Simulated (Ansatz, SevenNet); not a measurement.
Elastic constant C11 (GPa) of solids drawn from the class of elemental solids other than molecular ones, at two levels: the machine-learned potential SevenNet-l3i5 (trained on PBE and PBE+U data), and PBE in Ansatz (plane waves, PAW).

```json
[
 {"solid": "hcp Lu", "SevenNet-l3i5": "61.1", "PBE": "91.3", "shift (%)": "+49"},
 {"solid": "diamond-structure Si", "SevenNet-l3i5": "142", "PBE": "153", "shift (%)": "+7.7"},
 {"solid": "α-phase Ga", "SevenNet-l3i5": "58.7", "PBE": "75.5", "shift (%)": "+29"},
 {"solid": "bcc Fe", "SevenNet-l3i5": "130", "PBE": "275", "shift (%)": "+112"},
 {"solid": "fcc Pb", "SevenNet-l3i5": "37.9", "PBE": "47.1", "shift (%)": "+24"},
 {"solid": "hcp Ti", "SevenNet-l3i5": "135", "PBE": "176", "shift (%)": "+30"},
 {"solid": "double-hcp La", "SevenNet-l3i5": "36.6", "PBE": "49.6", "shift (%)": "+36"},
 {"solid": "fcc Rh", "SevenNet-l3i5": "348", "PBE": "412", "shift (%)": "+18.4"},
 {"solid": "fcc Ca", "SevenNet-l3i5": "20.4", "PBE": "22.4", "shift (%)": "+9.8"},
 {"solid": "fcc Pt", "SevenNet-l3i5": "295", "PBE": "306", "shift (%)": "+3.7"}
]
```

The shifts run from +3.7 % to +112 %, with a median of +26 %.

Over all 10 rows PBE is the larger in 10.

Ansatz's runs of these crystals have no spin polarisation, but for bcc Fe.

Density-functional runs with spin start from parallel moments for bcc Fe.

Spin–orbit coupling is left out, also for the solids with elements from indium on (hcp Lu, fcc Pb, double-hcp La, fcc Pt); its size isn't shown.

Each level is taken at its own relaxed cell. Ansatz's density-functional and Hartree–Fock values are scalar-relativistic unless marked +SOC, with PAW data made under PBE.

Ansatz is a program for electronic structure.
